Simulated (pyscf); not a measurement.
Thermochemistry of product channels of `[Cl][GeH2]` [doublet] + `[GeH2]` [singlet] on the doublet surface, in eV, from ωB97M-D3(BJ)/def2-TZVP energies (ideal gas, 1 atm, RRHO with modes under 100 cm⁻¹ raised to 100, one conformer, R ln 2 for chiral ones without a mode under 150 cm⁻¹). PySCF, gas phase, ωB97X-D3(BJ)/def2-SVP geometries.

```
products                                         ΔE  ΔH(298 K)  ΔG(900 K)  ΔG(1200 K)
--------------------------------------------  -----  ---------  ---------  ----------
`[Cl][GeH][GeH3]` [doublet]                   -2.06      -1.93      -0.61           …
`[Cl][GeH2][GeH2]` [doublet]                  -1.97      -1.85      -0.53           …
`[Cl][Ge][GeH3]` [singlet] + `[H]` [doublet]      …      +0.23      +0.53       +0.59
```

Task: What belongs in the gaps?

Result: 
- `[Cl][GeH][GeH3]` [doublet], ΔG(1200 K): -0.20
- `[Cl][GeH2][GeH2]` [doublet], ΔG(1200 K): -0.12
- `[Cl][Ge][GeH3]` [singlet] + `[H]` [doublet], ΔE: +0.27

These are energies of the channels, which say nothing of barriers. Elements up to Kr have no core potential and no relativistic terms here.
